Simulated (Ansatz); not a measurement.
Cost and result for the atomization energy of C4H5F (`CC1=C(F)C1`) (10 atoms, 10 bonds).

```xyz
10

C    -0.108   -0.012   -1.498
C    -0.018    0.181   -0.048
C     0.010    0.840    1.049
F    -0.035    2.002    1.660
C     0.139   -0.594    1.284
H    -0.960   -0.649   -1.751
H     0.790   -0.509   -1.878
H    -0.221    0.941   -2.017
H     1.110   -1.029    1.533
H    -0.708   -1.170    1.665
```

Charge 0, multiplicity 1. The structure was optimised at the PBE0-D4/def2-TZVP level. Program: Ansatz. All runs use 2 threads of an Arm Neoverse V1 on a shared host. Times are those of one run each, without the atoms' runs, and a repeat can differ threefold. Electronic energies, without spin–orbit coupling; frozen cores. CCSD(T)/CBS adds CCSD(T) − MP2 in def2-TZVPP to the MP2 limit, and its time is that of the two runs behind it. T1 = 0.011. B3LYP takes the VWN-RPA correlation (the form of Gaussian; ORCA's B3LYP/G).

CCSD(T)/CBS is a level of theory with its own doubt, some kJ/mol a heavy atom from the limit and from the frozen cores, so smaller differences don't rank the functionals.

```
                             level  functions  wall time  atomization (kcal/mol)  difference from CCSD(T)/CBS  per bond
            LDA (SPW92)/def2-TZVPP        225      1.7 s                  1151.7                        169.1      16.9
                BLYP-D4/def2-TZVPP        225      2.6 s                   988.3                          5.7       0.6
                PBE0-D4/def2-TZVPP        225      3.3 s                  1000.4                         17.8       1.8
   PBE-D4/def2-TZVPP (with forces)        225      3.4 s                  1024.0                         41.4       4.1
 B3LYP-D4/def2-TZVPP (with forces)        225      5.5 s                   986.2                          3.6       0.4
             r2SCANh-D4/def2-TZVPP        225        6 s                   984.9                          2.3       0.2
r2SCAN-D4/def2-TZVPP (with forces)        225      6.5 s                   992.0                          9.4       0.9
                  CCSD(T)/def2-SVP         95      6.5 s                   946.7                        -35.9      -3.6
               PBE-QIDH/def2-TZVPP        225      7.5 s                   987.6                          5.0       0.5
  ωB97M-V/def2-TZVPP (with forces)        225       14 s                   989.0                          6.4       0.6
                    MP2/def2-QZVPP        435       28 s                   997.8                         15.2       1.5
                CCSD(T)/def2-TZVPP        225    2.7 min                   959.1                        -23.5      -2.4
                 CCSD(T)/CBS(def2)          –    3.1 min                   982.6                          0.0       0.0
```

From BLYP to BHLYP (50 % exact exchange), in def2-TZVPP and without D4, the atomization energy moves by −33.7 kcal/mol: exact exchange takes away binding that semilocal exchange gives to molecules. At CCSD(T), def2-SVP lies −35.9 kcal/mol from the extrapolated value and def2-TZVPP −23.6 kcal/mol: correlation converges slowly with the basis, and small sets miss more of it in the bonded molecule than in its fragments. Leaving LDA and LC-ωPBE aside and taking each functional with its dispersion term where it has one, the values, not all of them listed here, spread over 73.7 kcal/mol, from BHLYP-D4 to PBE-D4. LDA lies +131.3 kcal/mol from PBE without D4, its usual overbinding.
